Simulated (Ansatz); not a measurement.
# SiCF+ (triplet): from Hartree-Fock to the top rungs, def2-TZVPP

The task here is to estimate one member of a computed series from the others.

Computed with Ansatz 0.2.0, Gaussian basis. Level: def2-TZVPP, core rule «outside noble gas», up to 7 orbitals frozen.

Plan: UHF; ROHF; CCSD(T) on UHF.

**What is computed**

The geometry is a PBE0/def2-TZVP stationary point (not a proven minimum) of the parent state, kept for this charge and spin.

3 atoms, charge 1, spin multiplicity 3.

Atoms are counted from 1 here; the program's logs count them from 0.

Bond lengths: F1–C2 1.299 Å, C2–Si3 1.895 Å. Angles: F1–C2–Si3 122.9°.

The first run:

in.yaml

```yaml
crystal:
  periodic: [false, false, false]
  atoms:
    - {symbol: F, position_ang: [0.000000, -0.229980, 1.548266]}
    - {symbol: C, position_ang: [0.000000, 0.558036, 0.515839]}
    - {symbol: Si, position_ang: [0.000000, -0.083073, -1.267920]}
basis:
  gaussian: {orbitals: def2-TZVPP}
total_charge: 1
magnetization: {spin_polarized: true, initial_magnetization: 2}
hamiltonian: {xc: hf}
output: {orbitals: {seedname: orbitals}}
```

Command:

```bash
$ ansatz run in.yaml --threads 1 --pin off --events-out ev --progress --plain --max-ram 4096MiB --backend cpu
```

Among the steps run: UHF; ROHF; CCSD(T) on UHF.

One of the session's tables, all rows but one given; the rest of the session is left out.

```
  method  from UCCSD(T) (kJ/mol)
    ROHF                 +1239.0
     UHF                 +1213.7
    UMP2                  +130.5
   UCCSD                       ?
UCCSD(T)                       0
```

Estimate the missing values for UCCSD.

As computed: from UCCSD(T) (kJ/mol): +49.3. In the column «from UCCSD(T) (kJ/mol)» it lies between UCCSD(T) (0) and UMP2 (+130.5).
